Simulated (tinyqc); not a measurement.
Inside a calculation (part 1 of 2). Method: CIS and TDHF on RHF in the sto-3g basis, frozen core, for H2F+, spin multiplicity 1. Computed by tinyqc, a small Python program that keeps every step (integrals from PySCF). Settings: charge = 1, multiplicity = 1, basis = sto-3g, method = RHF, frozen orbitals = 1, energy threshold = 1e-10, iteration cap = 81, orthogonalisation = symmetric, start = Wolfsberg-Helmholz matrix, DIIS depth = 6, TDHF = 1. Command: `OMP_NUM_THREADS=1 python tinyqc.py 22047 22048 out.jsonl` (the two numbers bound the seeds that draw the settings). One thread of a shared host (Intel(R) Xeon(R) Processor @ 2.60GHz), about 0.08 s of CPU time with the checks. Later iterations appear only in the table of the cycle.

## One-electron integrals

Geometry (angstrom):
```
atom       x        y       z
F     0.0000   0.0000  0.0000
H     0.0000   0.8380  0.5610
H     0.0000  -0.8380  0.5610
```

Basis sto-3g: exponents (1/bohr^2) and contraction coefficients of normalised primitives:
```
element  l (shell)  exponent  coefficient
F            s (1)  166.6791       0.1543
F            s (1)   30.3608       0.5353
F            s (1)    8.2168       0.4446
F            s (2)    6.4648      -0.1000
F            s (2)    1.5023       0.3995
F            s (2)    0.4886       0.7001
F            p (3)    6.4648       0.1559
F            p (3)    1.5023       0.6077
F            p (3)    0.4886       0.3920
H            s (1)    3.4253       0.1543
H            s (1)    0.6239       0.5353
H            s (1)    0.1689       0.4446
```

Overlap, kinetic and nuclear-attraction integrals over the contracted functions; the nuclear repulsion is the sum of Za Zb / Rab.

nuclear repulsion = 9.761144 hartree

overlap S, order 1F 1s, 1F 2s, 1F 2px, 1F 2py, 1F 2pz, 2H 1s, 3H 1s:
$$\begin{pmatrix}
1.0000 & 0.2380 & 0.0000 & 0.0000 & 0.0000 & 0.0398 & 0.0398 \\
0.2380 & 1.0000 & 0.0000 & 0.0000 & 0.0000 & 0.3899 & 0.3899 \\
0.0000 & 0.0000 & 1.0000 & 0.0000 & 0.0000 & 0.0000 & 0.0000 \\
0.0000 & 0.0000 & 0.0000 & 1.0000 & 0.0000 & 0.2631 & -0.2631 \\
0.0000 & 0.0000 & 0.0000 & 0.0000 & 1.0000 & 0.1761 & 0.1761 \\
0.0398 & 0.3899 & 0.0000 & 0.2631 & 0.1761 & 1.0000 & 0.1983 \\
0.0398 & 0.3899 & 0.0000 & -0.2631 & 0.1761 & 0.1983 & 1.0000
\end{pmatrix}$$

kinetic energy T (hartree), order 1F 1s, 1F 2s, 1F 2px, 1F 2py, 1F 2pz, 2H 1s, 3H 1s:
$$\begin{pmatrix}
36.9846 & -0.2129 & 0.0000 & 0.0000 & 0.0000 & -0.0051 & -0.0051 \\
-0.2129 & 1.0380 & 0.0000 & 0.0000 & 0.0000 & 0.0849 & 0.0849 \\
0.0000 & 0.0000 & 3.2480 & 0.0000 & 0.0000 & 0.0000 & 0.0000 \\
0.0000 & 0.0000 & 0.0000 & 3.2480 & 0.0000 & 0.1724 & -0.1724 \\
0.0000 & 0.0000 & 0.0000 & 0.0000 & 3.2480 & 0.1154 & 0.1154 \\
-0.0051 & 0.0849 & 0.0000 & 0.1724 & 0.1154 & 0.7600 & -0.0016 \\
-0.0051 & 0.0849 & 0.0000 & -0.1724 & 0.1154 & -0.0016 & 0.7600
\end{pmatrix}$$

nuclear attraction V (hartree), order 1F 1s, 1F 2s, 1F 2px, 1F 2py, 1F 2pz, 2H 1s, 3H 1s:
$$\begin{pmatrix}
-78.0591 & -9.4266 & 0.0000 & 0.0000 & -0.0139 & -1.6181 & -1.6181 \\
-9.4266 & -12.5866 & 0.0000 & 0.0000 & -0.1690 & -3.7258 & -3.7258 \\
0.0000 & 0.0000 & -12.4318 & 0.0000 & 0.0000 & 0.0000 & 0.0000 \\
0.0000 & 0.0000 & 0.0000 & -12.5595 & 0.0000 & -2.1808 & 2.1808 \\
-0.0139 & -0.1690 & 0.0000 & 0.0000 & -12.4890 & -1.5072 & -1.5072 \\
-1.6181 & -3.7258 & 0.0000 & -2.1808 & -1.5072 & -6.1241 & -1.3750 \\
-1.6181 & -3.7258 & 0.0000 & 2.1808 & -1.5072 & -1.3750 & -6.1241
\end{pmatrix}$$

core Hamiltonian H = T + V (hartree), order 1F 1s, 1F 2s, 1F 2px, 1F 2py, 1F 2pz, 2H 1s, 3H 1s:
$$\begin{pmatrix}
-41.0745 & -9.6394 & 0.0000 & 0.0000 & -0.0139 & -1.6231 & -1.6231 \\
-9.6394 & -11.5487 & 0.0000 & 0.0000 & -0.1690 & -3.6409 & -3.6409 \\
0.0000 & 0.0000 & -9.1838 & 0.0000 & 0.0000 & 0.0000 & 0.0000 \\
0.0000 & 0.0000 & 0.0000 & -9.3115 & 0.0000 & -2.0083 & 2.0083 \\
-0.0139 & -0.1690 & 0.0000 & 0.0000 & -9.2410 & -1.3918 & -1.3918 \\
-1.6231 & -3.6409 & 0.0000 & -2.0083 & -1.3918 & -5.3640 & -1.3766 \\
-1.6231 & -3.6409 & 0.0000 & 2.0083 & -1.3918 & -1.3766 & -5.3640
\end{pmatrix}$$

## Two-electron integrals

Functions are numbered as in S; the eight-fold symmetry (ij|kl) = (ji|kl) = (kl|ij) leaves the list below.

Two-electron integrals (ij|kl) in chemists' order, unique and non-zero (hartree):
```
(11|11) 5.4035      (21|11) 0.8419      (21|21) 0.1563      (22|11) 1.2680
(22|21) 0.2923      (22|22) 0.9262      (31|31) 0.0280      (32|31) 0.0432
(32|32) 0.2046      (33|11) 1.2645      (33|21) 0.2924      (33|22) 0.9260
(33|33) 0.9975      (41|41) 0.0280      (42|41) 0.0432      (42|42) 0.2046
(43|43) 0.0538      (44|11) 1.2645      (44|21) 0.2924      (44|22) 0.9260
(44|33) 0.8900      (44|44) 0.9975      (51|51) 0.0280      (52|51) 0.0432
(52|52) 0.2046      (53|53) 0.0538      (54|54) 0.0538      (55|11) 1.2645
(55|21) 0.2924      (55|22) 0.9260      (55|33) 0.8900      (55|44) 0.8900
(55|55) 0.9975      (61|11) 0.1427      (61|21) 0.0263      (61|22) 0.0488
(61|33) 0.0487      (61|41) 0.0009      (61|42) 0.0017      (61|44) 0.0489
(61|51) 0.0006      (61|52) 0.0011      (61|54) 1.07e-04    (61|55) 0.0488
(61|61) 0.0045      (62|11) 0.3580      (62|21) 0.0836      (62|22) 0.2952
(62|33) 0.2909      (62|41) 0.0047      (62|42) 0.0368      (62|44) 0.2996
(62|51) 0.0032      (62|52) 0.0246      (62|54) 0.0058      (62|55) 0.2948
(62|61) 0.0143      (62|62) 0.1154      (63|31) 0.0088      (63|32) 0.0520
(63|43) 0.0078      (63|53) 0.0052      (63|63) 0.0172      (64|11) 0.2012
(64|21) 0.0476      (64|22) 0.1799      (64|33) 0.1722      (64|41) 0.0112
(64|42) 0.0733      (64|44) 0.1928      (64|51) 0.0016      (64|52) 0.0143
(64|54) 0.0086      (64|55) 0.1745      (64|61) 0.0085      (64|62) 0.0862
(64|64) 0.0811      (65|11) 0.1347      (65|21) 0.0319      (65|22) 0.1204
(65|33) 0.1153      (65|41) 0.0016      (65|42) 0.0143      (65|44) 0.1187
(65|51) 0.0099      (65|52) 0.0615      (65|54) 0.0101      (65|55) 0.1272
(65|61) 0.0057      (65|62) 0.0577      (65|64) 0.0428      (65|65) 0.0458
(66|11) 0.5087      (66|21) 0.1208      (66|22) 0.4915      (66|33) 0.4746
(66|41) 0.0087      (66|42) 0.0948      (66|44) 0.5092      (66|51) 0.0058
(66|52) 0.0634      (66|54) 0.0232      (66|55) 0.4901      (66|61) 0.0207
(66|62) 0.2451      (66|64) 0.2127      (66|65) 0.1424      (66|66) 0.7746
(71|11) 0.1427      (71|21) 0.0263      (71|22) 0.0488      (71|33) 0.0487
(71|41) -0.0009     (71|42) -0.0017     (71|44) 0.0489      (71|51) 0.0006
(71|52) 0.0011      (71|54) -1.07e-04   (71|55) 0.0488      (71|61) 0.0044
(71|62) 0.0139      (71|64) 0.0075      (71|65) 0.0055      (71|66) 0.0200
(71|71) 0.0045      (72|11) 0.3580      (72|21) 0.0836      (72|22) 0.2952
(72|33) 0.2909      (72|41) -0.0047     (72|42) -0.0368     (72|44) 0.2996
(72|51) 0.0032      (72|52) 0.0246      (72|54) -0.0058     (72|55) 0.2948
(72|61) 0.0139      (72|62) 0.0943      (72|64) 0.0484      (72|65) 0.0458
(72|66) 0.1639      (72|71) 0.0143      (72|72) 0.1154      (73|31) 0.0088
(73|32) 0.0520      (73|43) -0.0078     (73|53) 0.0052      (73|63) 0.0136
(73|73) 0.0172      (74|11) -0.2012     (74|21) -0.0476     (74|22) -0.1799
(74|33) -0.1722     (74|41) 0.0112      (74|42) 0.0733      (74|44) -0.1928
(74|51) -0.0016     (74|52) -0.0143     (74|54) 0.0086      (74|55) -0.1745
(74|61) -0.0075     (74|62) -0.0484     (74|64) -0.0116     (74|65) -0.0230
(74|66) -0.0755     (74|71) -0.0085     (74|72) -0.0862     (74|74) 0.0811
(75|11) 0.1347      (75|21) 0.0319      (75|22) 0.1204      (75|33) 0.1153
(75|41) -0.0016     (75|42) -0.0143     (75|44) 0.1187      (75|51) 0.0099
(75|52) 0.0615      (75|54) -0.0101     (75|55) 0.1272      (75|61) 0.0055
(75|62) 0.0458      (75|64) 0.0230      (75|65) 0.0355      (75|66) 0.0879
(75|71) 0.0057      (75|72) 0.0577      (75|74) -0.0428     (75|75) 0.0458
(76|11) 0.1255      (76|21) 0.0296      (76|22) 0.1143      (76|33) 0.1121
(76|44) 0.1143      (76|51) 0.0018      (76|52) 0.0168      (76|55) 0.1162
(76|61) 0.0050      (76|62) 0.0447      (76|64) 0.0291      (76|65) 0.0255
(76|66) 0.1013      (76|71) 0.0050      (76|72) 0.0447      (76|74) -0.0291
(76|75) 0.0255      (76|76) 0.0215      (77|11) 0.5087      (77|21) 0.1208
(77|22) 0.4915      (77|33) 0.4746      (77|41) -0.0087     (77|42) -0.0948
(77|44) 0.5092      (77|51) 0.0058      (77|52) 0.0634      (77|54) -0.0232
(77|55) 0.4901      (77|61) 0.0200      (77|62) 0.1639      (77|64) 0.0755
(77|65) 0.0879      (77|66) 0.3123      (77|71) 0.0207      (77|72) 0.2451
(77|74) -0.2127     (77|75) 0.1424      (77|76) 0.1013      (77|77) 0.7746
```

## Orthogonalisation

S = U s U^T; symmetric (Loewdin) form X = U s^(-1/2) U^T, so that X^T S X = 1.

eigenvalues of S: [0.4530, 0.5158, 0.9013, 1.0000, 1.0859, 1.2858, 1.7581]

X, order 1F 1s, 1F 2s, 1F 2px, 1F 2py, 1F 2pz, 2H 1s, 3H 1s:
$$\begin{pmatrix}
1.0238 & -0.1371 & 0.0000 & 0.0000 & -0.0060 & 0.0182 & 0.0182 \\
-0.1371 & 1.1561 & 0.0000 & 0.0000 & 0.0591 & -0.2178 & -0.2178 \\
0.0000 & 0.0000 & 1.0000 & 0.0000 & 0.0000 & 0.0000 & 0.0000 \\
0.0000 & 0.0000 & 0.0000 & 1.0714 & 0.0000 & -0.1744 & 0.1744 \\
-0.0060 & 0.0591 & 0.0000 & 0.0000 & 1.0261 & -0.0965 & -0.0965 \\
0.0182 & -0.2178 & 0.0000 & -0.1744 & -0.0965 & 1.1249 & -0.0780 \\
0.0182 & -0.2178 & 0.0000 & 0.1744 & -0.0965 & -0.0780 & 1.1249
\end{pmatrix}$$

## Starting guess

The start is the generalised Wolfsberg-Helmholz matrix (K = 1.75) built on H; D = 2 C_occ C_occ^T.

D at the start, order 1F 1s, 1F 2s, 1F 2px, 1F 2py, 1F 2pz, 2H 1s, 3H 1s:
$$\begin{pmatrix}
2.0704 & -0.2916 & 0.0000 & 0.0000 & 0.0797 & -0.1309 & -0.1309 \\
-0.2916 & 1.3037 & 0.0000 & 0.0000 & -0.2904 & 0.3506 & 0.3506 \\
0.0000 & 0.0000 & 2.0000 & 0.0000 & 0.0000 & 0.0000 & 0.0000 \\
0.0000 & 0.0000 & 0.0000 & 1.5718 & 0.0000 & 0.3123 & -0.3123 \\
0.0797 & -0.2904 & 0.0000 & 0.0000 & 1.8993 & 0.0984 & 0.0984 \\
-0.1309 & 0.3506 & 0.0000 & 0.3123 & 0.0984 & 0.1748 & 0.0506 \\
-0.1309 & 0.3506 & 0.0000 & -0.3123 & 0.0984 & 0.0506 & 0.1748
\end{pmatrix}$$

## Iteration 1: building the Fock matrix

J_ij = sum D_kl (ij|kl), K_ij = sum D_kl (ik|jl); F = H + J - 0.5 K; E = tr D H + tr D J / 2 - 0.25 tr D K + E_nn.

Coulomb J (hartree), order 1F 1s, 1F 2s, 1F 2px, 1F 2py, 1F 2pz, 2H 1s, 3H 1s:
$$\begin{pmatrix}
20.1902 & 3.8537 & 0.0000 & 0.0000 & -0.0084 & 0.6476 & 0.6476 \\
3.8537 & 9.5723 & 0.0000 & 0.0000 & -0.0121 & 2.9963 & 2.9963 \\
0.0000 & 0.0000 & 9.5591 & 0.0000 & 0.0000 & 0.0000 & 0.0000 \\
0.0000 & 0.0000 & 0.0000 & 9.5646 & 0.0000 & 1.8086 & -1.8086 \\
-0.0084 & -0.0121 & 0.0000 & 0.0000 & 9.5671 & 1.2114 & 1.2114 \\
0.6476 & 2.9963 & 0.0000 & 1.8086 & 1.2114 & 4.9696 & 1.1506 \\
0.6476 & 2.9963 & 0.0000 & -1.8086 & 1.2114 & 1.1506 & 4.9696
\end{pmatrix}$$

exchange K (hartree), order 1F 1s, 1F 2s, 1F 2px, 1F 2py, 1F 2pz, 2H 1s, 3H 1s:
$$\begin{pmatrix}
11.0190 & 1.9486 & 0.0000 & 0.0000 & 0.0084 & 0.3360 & 0.3360 \\
1.9486 & 2.9556 & 0.0000 & 0.0000 & -0.1016 & 1.0802 & 1.0802 \\
0.0000 & 0.0000 & 2.5686 & 0.0000 & 0.0000 & 0.0000 & 0.0000 \\
0.0000 & 0.0000 & 0.0000 & 2.4455 & 0.0000 & 0.6115 & -0.6115 \\
0.0084 & -0.1016 & 0.0000 & 0.0000 & 2.5495 & 0.3770 & 0.3770 \\
0.3360 & 1.0802 & 0.0000 & 0.6115 & 0.3770 & 0.8612 & 0.3600 \\
0.3360 & 1.0802 & 0.0000 & -0.6115 & 0.3770 & 0.3600 & 0.8612
\end{pmatrix}$$

Fock matrix F (hartree), order 1F 1s, 1F 2s, 1F 2px, 1F 2py, 1F 2pz, 2H 1s, 3H 1s:
$$\begin{pmatrix}
-26.3938 & -6.7601 & 0.0000 & 0.0000 & -0.0265 & -1.1435 & -1.1435 \\
-6.7601 & -3.4542 & 0.0000 & 0.0000 & -0.1303 & -1.1847 & -1.1847 \\
0.0000 & 0.0000 & -0.9090 & 0.0000 & 0.0000 & 0.0000 & 0.0000 \\
0.0000 & 0.0000 & 0.0000 & -0.9696 & 0.0000 & -0.5055 & 0.5055 \\
-0.0265 & -0.1303 & 0.0000 & 0.0000 & -0.9487 & -0.3689 & -0.3689 \\
-1.1435 & -1.1847 & 0.0000 & -0.5055 & -0.3689 & -0.8250 & -0.4060 \\
-1.1435 & -1.1847 & 0.0000 & 0.5055 & -0.3689 & -0.4060 & -0.8250
\end{pmatrix}$$

total energy of this density = -98.594630 hartree

## Iteration 1: diagonalisation and new density

Diagonalise F' = X^T F X, C = X C', fill 5 alpha and 5 beta electrons from the bottom; D = 2 C_occ C_occ^T. Each column has its largest component positive (the first on a tie).

F' = X^T F X (hartree):
$$\begin{pmatrix}
-25.9066 & -3.4718 & 0.0000 & 0.0000 & -0.0450 & -0.1358 & -0.1358 \\
-3.4718 & -2.0313 & 0.0000 & 0.0000 & 0.0142 & -0.5177 & -0.5177 \\
0.0000 & 0.0000 & -0.9090 & 0.0000 & 0.0000 & 0.0000 & 0.0000 \\
0.0000 & 0.0000 & 0.0000 & -0.7607 & 0.0000 & -0.4131 & 0.4131 \\
-0.0450 & 0.0142 & 0.0000 & 0.0000 & -0.8750 & -0.2361 & -0.2361 \\
-0.1358 & -0.5177 & 0.0000 & -0.4131 & -0.2361 & -0.3571 & -0.1159 \\
-0.1358 & -0.5177 & 0.0000 & 0.4131 & -0.2361 & -0.1159 & -0.3571
\end{pmatrix}$$

orbital energies (hartree): MO1 -26.4046, MO2 -1.8988, MO3 -1.1403, MO4 -0.9688, MO5 -0.9090, MO6 -0.0137, MO7 0.1384

coefficients C, order 1F 1s, 1F 2s, 1F 2px, 1F 2py, 1F 2pz, 2H 1s, 3H 1s:
$$\begin{pmatrix}
0.9944 & -0.2407 & 0.0000 & 0.0717 & 0.0000 & 0.1259 & 0.0000 \\
0.0243 & 0.8882 & 0.0000 & -0.3338 & 0.0000 & -0.7435 & 0.0000 \\
0.0000 & 0.0000 & 0.0000 & 0.0000 & 1.0000 & 0.0000 & 0.0000 \\
0.0000 & 0.0000 & 0.7640 & 0.0000 & 0.0000 & 0.0000 & -0.7905 \\
0.0027 & 0.1250 & 0.0000 & 0.9060 & 0.0000 & -0.4885 & 0.0000 \\
-0.0046 & 0.1359 & 0.3172 & 0.1509 & 0.0000 & 0.7509 & 0.8082 \\
-0.0046 & 0.1359 & -0.3172 & 0.1509 & 0.0000 & 0.7509 & -0.8082
\end{pmatrix}$$

D after iteration 1, order 1F 1s, 1F 2s, 1F 2px, 1F 2py, 1F 2pz, 2H 1s, 3H 1s:
$$\begin{pmatrix}
2.1037 & -0.4272 & 0.0000 & 0.0000 & 0.0750 & -0.0529 & -0.0529 \\
-0.4272 & 1.8019 & 0.0000 & 0.0000 & -0.3826 & 0.1404 & 0.1404 \\
0.0000 & 0.0000 & 2.0000 & 0.0000 & 0.0000 & 0.0000 & 0.0000 \\
0.0000 & 0.0000 & 0.0000 & 1.1674 & 0.0000 & 0.4847 & -0.4847 \\
0.0750 & -0.3826 & 0.0000 & 0.0000 & 1.6728 & 0.3074 & 0.3074 \\
-0.0529 & 0.1404 & 0.0000 & 0.4847 & 0.3074 & 0.2838 & -0.1187 \\
-0.0529 & 0.1404 & 0.0000 & -0.4847 & 0.3074 & -0.1187 & 0.2838
\end{pmatrix}$$

## Iteration 8 (converged): orbitals

converged F (hartree), order 1F 1s, 1F 2s, 1F 2px, 1F 2py, 1F 2pz, 2H 1s, 3H 1s:
$$\begin{pmatrix}
-26.6087 & -6.7862 & 0.0000 & 0.0000 & -0.0230 & -1.1519 & -1.1519 \\
-6.7862 & -3.6308 & 0.0000 & 0.0000 & -0.1138 & -1.1875 & -1.1875 \\
0.0000 & 0.0000 & -1.0369 & 0.0000 & 0.0000 & 0.0000 & 0.0000 \\
0.0000 & 0.0000 & 0.0000 & -0.9801 & 0.0000 & -0.5320 & 0.5320 \\
-0.0230 & -0.1138 & 0.0000 & 0.0000 & -1.0047 & -0.4109 & -0.4109 \\
-1.1519 & -1.1875 & 0.0000 & -0.5320 & -0.4109 & -0.8441 & -0.3748 \\
-1.1519 & -1.1875 & 0.0000 & 0.5320 & -0.4109 & -0.3748 & -0.8441
\end{pmatrix}$$

As before.

F' = X^T F X (hartree):
$$\begin{pmatrix}
-26.1284 & -3.4419 & 0.0000 & 0.0000 & -0.0422 & -0.1472 & -0.1472 \\
-3.4419 & -2.2561 & 0.0000 & 0.0000 & 0.0382 & -0.4852 & -0.4852 \\
0.0000 & 0.0000 & -1.0369 & 0.0000 & 0.0000 & 0.0000 & 0.0000 \\
0.0000 & 0.0000 & 0.0000 & -0.7560 & 0.0000 & -0.4364 & 0.4364 \\
-0.0422 & 0.0382 & 0.0000 & 0.0000 & -0.9156 & -0.2794 & -0.2794 \\
-0.1472 & -0.4852 & 0.0000 & -0.4364 & -0.2794 & -0.3746 & -0.0824 \\
-0.1472 & -0.4852 & 0.0000 & 0.4364 & -0.2794 & -0.0824 & -0.3746
\end{pmatrix}$$

orbital energies (hartree): MO1 -26.6183, MO2 -2.0481, MO3 -1.1833, MO4 -1.0684, MO5 -1.0369, MO6 -0.0224, MO7 0.1351

coefficients C, order 1F 1s, 1F 2s, 1F 2px, 1F 2py, 1F 2pz, 2H 1s, 3H 1s:
$$\begin{pmatrix}
0.9947 & -0.2498 & 0.0000 & 0.0662 & 0.0000 & 0.1071 & 0.0000 \\
0.0229 & 0.9448 & 0.0000 & -0.3324 & 0.0000 & -0.6708 & 0.0000 \\
0.0000 & 0.0000 & 0.0000 & 0.0000 & 1.0000 & 0.0000 & 0.0000 \\
0.0000 & 0.0000 & 0.7404 & 0.0000 & 0.0000 & 0.0000 & 0.8127 \\
0.0024 & 0.1058 & 0.0000 & 0.8775 & 0.0000 & -0.5420 & 0.0000 \\
-0.0041 & 0.0853 & 0.3409 & 0.2070 & 0.0000 & 0.7450 & -0.7985 \\
-0.0041 & 0.0853 & -0.3409 & 0.2070 & 0.0000 & 0.7450 & 0.7985
\end{pmatrix}$$

D after iteration 8, order 1F 1s, 1F 2s, 1F 2px, 1F 2py, 1F 2pz, 2H 1s, 3H 1s:
$$\begin{pmatrix}
2.1125 & -0.4707 & 0.0000 & 0.0000 & 0.0681 & -0.0234 & -0.0234 \\
-0.4707 & 2.0075 & 0.0000 & 0.0000 & -0.3834 & 0.0233 & 0.0233 \\
0.0000 & 0.0000 & 2.0000 & 0.0000 & 0.0000 & 0.0000 & 0.0000 \\
0.0000 & 0.0000 & 0.0000 & 1.0964 & 0.0000 & 0.5047 & -0.5047 \\
0.0681 & -0.3834 & 0.0000 & 0.0000 & 1.5625 & 0.3813 & 0.3813 \\
-0.0234 & 0.0233 & 0.0000 & 0.5047 & 0.3813 & 0.3327 & -0.1321 \\
-0.0234 & 0.0233 & 0.0000 & -0.5047 & 0.3813 & -0.1321 & 0.3327
\end{pmatrix}$$

## Convergence

Stop when the energy changes by less than 1e-10 hartree and every element of the error matrix X^T (F D S - S D F) X is below 3e-06.

Course of the cycle:
```
iteration  E (hartree)     change  largest element of the error matrix
1           -98.594630          -                             4.86e-01
2           -98.843804  -2.49e-01                             1.09e-01
3           -98.860929  -1.71e-02                             2.10e-02
4           -98.861505  -5.76e-04                             3.76e-03
5           -98.861533  -2.79e-05                             1.13e-03
6           -98.861537  -4.15e-06                             7.48e-06
7           -98.861537  -1.05e-10                             9.65e-08
8           -98.861537  -9.95e-14                             2.71e-10
```

PySCF RHF in the same basis = -98.861537 hartree

Converged in 8 iterations.

## Populations, bond orders and dipole

Mulliken: Z minus the diagonal of D S on the atom; Loewdin: the same with S^(1/2) D S^(1/2); Mayer order: 2 sum_s sum (D(s) S)_ij (D(s) S)_ji over the two atoms.

Charges (e):
```
atom  Mulliken  Loewdin
1F      0.0291   0.1771
2H      0.4855   0.4114
3H      0.4855   0.4114
```

Mayer bond orders:
```
pair   order
2-1   0.7491
3-1   0.7491
3-2   0.0153
```

dipole moment about the origin, x y z (debye): [0.0000, 0.0000, 3.0198]

## Integrals over molecular orbitals

(pq|rs) = sum C_ip C_jq C_kr C_ls (ij|kl), one index at a time.

one-electron integrals over orbitals h = C^T H C (hartree):
$$\begin{pmatrix}
-41.0564 & 0.6905 & 0.0000 & -0.1724 & 0.0000 & -0.2847 & 0.0000 \\
0.6905 & -9.6423 & 0.0000 & 0.3384 & 0.0000 & 1.3724 & 0.0000 \\
0.0000 & 0.0000 & -8.0583 & 0.0000 & 0.0000 & 0.0000 & -2.1701 \\
-0.1724 & 0.3384 & 0.0000 & -8.7269 & 0.0000 & 1.3646 & 0.0000 \\
0.0000 & 0.0000 & 0.0000 & 0.0000 & -9.1838 & 0.0000 & 0.0000 \\
-0.2847 & 1.3724 & 0.0000 & 1.3646 & 0.0000 & -5.5927 & 0.0000 \\
0.0000 & 0.0000 & -2.1701 & 0.0000 & 0.0000 & 0.0000 & -6.0219
\end{pmatrix}$$

Two-electron integrals over orbitals (pq|rs), unique and non-zero (hartree); the lowest 1 orbital is frozen and left out:
```
(22|22) 0.8586    (32|32) 0.1581    (33|22) 0.7570    (33|33) 0.7345
(42|22) 0.0038    (42|33) -0.0055   (42|42) 0.1597    (43|32) 0.0061
(43|43) 0.0482    (44|22) 0.8155    (44|33) 0.7130    (44|42) -0.0904
(44|44) 0.8957    (52|52) 0.1812    (53|53) 0.0382    (54|52) -0.0348
(54|54) 0.0548    (55|22) 0.8797    (55|33) 0.7459    (55|42) -0.0507
(55|44) 0.8370    (55|55) 0.9975    (62|22) -0.1466   (62|33) -0.0909
(62|42) -0.0407   (62|44) -0.1044   (62|55) -0.1521   (62|62) 0.0777
(63|32) 0.0255    (63|43) 0.0176    (63|63) 0.0675    (64|22) -0.1378
(64|33) -0.0824   (64|42) 0.0085    (64|44) -0.1473   (64|55) -0.1434
(64|62) 0.0607    (64|64) 0.0721    (65|52) -0.0536   (65|54) -0.0070
(65|65) 0.0267    (66|22) 0.5752    (66|33) 0.5562    (66|42) 0.0677
(66|44) 0.5378    (66|55) 0.5497    (66|62) -0.0548   (66|64) -0.0287
(66|66) 0.5455    (72|32) 0.0640    (72|43) -0.0239   (72|63) -0.0276
(72|72) 0.0559    (73|22) 0.2049    (73|33) 0.1618    (73|42) -0.0587
(73|44) 0.2016    (73|55) 0.2300    (73|62) -0.0719   (73|64) -0.0838
(73|66) 0.0195    (73|73) 0.1610    (74|32) -0.0571   (74|43) 0.0091
(74|63) -0.0412   (74|72) -0.0115   (74|74) 0.0492    (75|53) 0.0255
(75|75) 0.0199    (76|32) -0.0953   (76|43) -0.0462   (76|63) -0.0820
(76|72) 0.0070    (76|74) 0.0599    (76|76) 0.1584    (77|22) 0.6156
(77|33) 0.6166    (77|42) 0.0077    (77|44) 0.5935    (77|55) 0.6031
(77|62) -0.0468   (77|64) -0.0309   (77|66) 0.5397    (77|73) 0.0706
(77|77) 0.5797
```

## CIS matrix, singlets

A(ia,jb) = (e_a - e_i) d_ij d_ab + 2 (ia|jb) - (ij|ab).

CIS matrix A, singlet (hartree), order 2>6, 2>7, 3>6, 3>7, 4>6, 4>7, 5>6, 5>7:
$$\begin{pmatrix}
1.6059 & 0.0000 & 0.0000 & -0.0485 & 0.0538 & 0.0000 & 0.0000 & 0.0000 \\
0.0000 & 1.6795 & 0.0400 & 0.0000 & 0.0000 & -0.0306 & 0.0000 & 0.0000 \\
0.0000 & 0.0400 & 0.7398 & 0.0000 & 0.0000 & -0.0362 & 0.0000 & 0.0000 \\
-0.0485 & 0.0000 & 0.0000 & 1.0240 & -0.1215 & 0.0000 & 0.0000 & 0.0000 \\
0.0538 & 0.0000 & 0.0000 & -0.1215 & 0.6524 & 0.0000 & 0.0000 & 0.0000 \\
0.0000 & -0.0306 & -0.0362 & 0.0000 & 0.0000 & 0.7084 & 0.0000 & 0.0000 \\
0.0000 & 0.0000 & 0.0000 & 0.0000 & 0.0000 & 0.0000 & 0.5181 & 0.0000 \\
0.0000 & 0.0000 & 0.0000 & 0.0000 & 0.0000 & 0.0000 & 0.0000 & 0.6088
\end{pmatrix}$$
